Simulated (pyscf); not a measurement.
Single points on ωB97X-D3(BJ)/def2-SVP structures (PySCF, gas phase). MP2 and CC: frozen core, UHF for open shells. ΔMP2 is the change of the MP2 total energy from the triple- to the quadruple-zeta basis.

Problem. For `[P]#[P]` + `[OH2]` -> `[OH][P]=[PH]`, an addition across a multiple bond or ene-type step (singlet surface; H–O broken, O–P, H–P formed), PBE/def2-TZVP gives ΔE‡ = 22.0 kcal/mol and ΔE = -12.4 kcal/mol (zero: the separated reactants). In which direction and how far do PBE0-D3(BJ)/def2-TZVP, ωB97M-D3(BJ)/def2-TZVP, CCSD(T)/def2-TZVPP + ΔMP2(QZVPP) move these?

Solution. PBE0-D3(BJ): ΔE‡ = 25.5 kcal/mol, ΔE = -13.1 kcal/mol; ωB97M-D3(BJ): ΔE‡ = 30.3 kcal/mol, ΔE = -9.9 kcal/mol; CCSD(T): ΔE‡ = 35.7 kcal/mol, ΔE = -3.8 kcal/mol. PBE's barrier lies under all of them, by 3.4 to 13.7 kcal/mol. Its reaction energy lies among theirs. Low barriers are usual for a GGA, whose delocalisation error favours stretched bonds. One saddle was located; it need not be the lowest between these sides. The CCSD(T) − MP2 part came from Ansatz, without density fitting, on the same reference.
